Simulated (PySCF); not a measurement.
Below is a simulated gas-phase C 1s photoelectron spectrum of cyclobutylamine, `NC1CCC1`.

Every computed line was given a Gaussian of 0.7 eV full width at half maximum and an area set by the number of equivalent atoms; the highest printed point is 100. Computed with delta-SCF UKS SCAN, pcX-2 on the ionised atom, pcseg-1 elsewhere, spin-free X2C in PySCF 2.14.0.

binding energy (eV), intensity and a bar:
```
    289.3          0 
    289.4          1 
    289.5          3 #
    289.6          6 ##
    289.7         12 ####
    289.8         23 #######
    289.9         38 ###########
    290.0         57 #################
    290.1         76 #######################
    290.2         92 ############################
    290.3        100 ##############################
    290.4         98 #############################
    290.5         87 ##########################
    290.6         71 #####################
    290.7         56 #################
    290.8         45 ##############
    290.9         39 ############
    291.0         38 ###########
    291.1         37 ###########
    291.2         35 ###########
    291.3         31 #########
    291.4         25 ########
    291.5         18 #####
    291.6         12 ###
    291.7          7 ##
    291.8          3 #
    291.9          2 
    292.0          1 
    292.1          0 
    292.2          0
```

Question: Count the maxima, the lines and the sites behind this envelope.

Answer: The curve has 1 maximum (at 290.3 eV). Under it lie 3 lines from 3 inequivalent carbon sites. At this width some lines have no maximum of their own.

Question: Decompose the envelope and assign each component. Numbering: `[NH2:1][CH:2]1[CH2:3][CH2:4][CH2:5]1`.

Answer: 
```
position (eV)  relative area  line  atoms                   environment
       290.28              2  C 1s  C3/C5     four-membered-ring carbon
       290.41              1  C 1s     C4     four-membered-ring carbon
       291.17              1  C 1s     C2  sp3 carbon bound to nitrogen
```

The listed C 1s values span 0.89 eV, from C3/C5 (bonded to 2 C and 2 H) to C2 (bonded to N, 2 C and H).

No satellites, vibrations or lifetime broadening are included. Topologically equivalent atoms share the value of their first member; where this conformer doesn't relate them by symmetry, their own values could differ. Isolated species at its PBE0-D3(BJ)/def2-SVP geometry (one conformer only).

Hardware: one thread of an Arm Neoverse V2, on a shared host. Cost: 23 s wall.

Conformer computed: `[NH2:1][CH:2]1[CH2:3][CH2:4][CH2:5]1`: H–N1–C2–C3 -62°, H–N1–C2–C3 179°.
